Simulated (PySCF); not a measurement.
Spin-rotation constants: `O`, H2O

Molfile (atoms numbered from 1):
```
H2O
     RDKit          3D

  3  2  0  0  0  0  0  0  0  0999 V2000
    0.0043    0.3980   -0.0023 O   0  0  0  0  0  0  0  0  0  0  0  0
   -0.7499   -0.1995    0.0309 H   0  0  0  0  0  0  0  0  0  0  0  0
    0.7571   -0.2010   -0.0412 H   0  0  0  0  0  0  0  0  0  0  0  0
  1  2  1  0
  1  3  1  0
M  END
```

Computed with GIAO KT1/aug-pcSseg-2 magnetisability, rotational g tensor and spin-rotation constants, non-relativistic, gas phase (PySCF). Geometry: PBE0-D3(BJ)/def2-SVP.

Give the nuclear spin-rotation constants along the inertial axes (H = +C I·J) beside the isotropic shieldings.

Rotational constants 788.9449, 440.5952, 282.7117 GHz. A star marks the isotopologue with that one atom substituted, in its own axes.
```csv
atom,isotope,Caa (kHz),Cbb (kHz),Ccc (kHz),mean (kHz),σ (ppm)
H2,1H,-37.649,-32.994,-35.414,-35.352,31.4
H3,1H,-37.650,-32.993,-35.415,-35.353,31.4
O1,17O*,-29.872,-29.274,-20.614,-26.587,325.1
```
For the geometry as given, no vibrational averaging.
